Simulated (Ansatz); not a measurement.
# AlP2H (triplet): the correlation ladder at a displaced geometry (v1), cc-pVDZ

One table from this session's results is given with a row withheld; the runs are named, their logs left out.

Program: Ansatz 0.2.0, Gaussian basis. Level of theory: cc-pVDZ, core rule «outside noble gas», up to 15 orbitals frozen. These are calculated values, not measurements.

Plan: UHF; CCSD(T) on ROHF; CCSD(T) on UHF; BCCD(T) on ROHF; CISD; CCSDT(Q) on ROHF; CCSDT(Q) on UHF.

23 further runs of the same task are left out: 1 for a known fault of the program, 9 that didn't finish, 13 set aside as unsound or not needed.

**The geometry**

The geometry is a PBE0/def2-TZVP stationary point (not a proven minimum) with its atoms shifted at random (size 0.040 Å).

4 atoms, charge 0, spin multiplicity 3.

Atoms are counted from 1 here; the program's logs count them from 0.

Bond lengths: P1–Al2 2.253 Å, Al2–P3 2.234 Å, P3–H4 1.383 Å. Angles: P1–Al2–P3 177.6°, Al2–P3–H4 82.1°.

Geometry (Å):

```xyz
4
charge 0, multiplicity 3
P     0.0023   -0.3061    2.7553
Al    0.0015   -0.3667    0.5032
P     0.0495   -0.3460   -1.7298
H    -0.0533    1.0187   -1.5287
```

The first run:

File in.yaml:

```yaml
crystal:
  periodic: [false, false, false]
  atoms:
    - {symbol: P, position_ang: [0.002344, -0.306091, 2.755300]}
    - {symbol: Al, position_ang: [0.001489, -0.366683, 0.503156]}
    - {symbol: P, position_ang: [0.049476, -0.345961, -1.729789]}
    - {symbol: H, position_ang: [-0.053309, 1.018735, -1.528667]}
basis:
  gaussian: {orbitals: cc-pVDZ}
magnetization: {spin_polarized: true, initial_magnetization: 2}
hamiltonian: {xc: hf}
output: {orbitals: {seedname: orbitals}}
```

Run with:

```bash
ansatz run in.yaml --threads 1 --pin off --events-out ev --progress --plain --max-ram 2393MiB
```

Steps of the session up to this table: UHF; CCSD(T) on ROHF; CCSD(T) on UHF; BCCD(T) on ROHF; CISD; CCSDT(Q) on ROHF; CCSDT(Q) on UHF.

One of the session's tables, all rows but one given; the rest of the session is left out.

It belongs to the step «Misses and costs». 

| method | from RCCSDT(Q) (meV) |
| --- | --- |
| ROHF | +8515.3 |
| UHF | +8260.9 |
| RMP2 | +1652.1 |
| UMP2 | +1827.8 |
| CISD | +1520.8 |
| RCCSD | ? |
| UCCSD | +477.7 |
| RCCSD(T) | +118.1 |
| UCCSD(T) | +112.3 |
| BCCD(T) | +104.9 |
| RCCSDT | +41.2 |
| UCCSDT | +35.4 |
| RCCSDT(Q) | 0 |
| UCCSDT(Q) | -5.8 |

Q: Estimate the row for RCCSD from the others.

**Answer.** from RCCSDT(Q) (meV): +511.2. In the column «from RCCSDT(Q) (meV)» it lies between UCCSD (+477.7) and CISD (+1520.8).

Limits of these values: Warnings: spin contamination; large T1 diagnostic. Restricted and unrestricted rows rest on different reference determinants; where their highest levels disagree by more than a few hundredths of an eV, they describe different states and don't form one ladder.
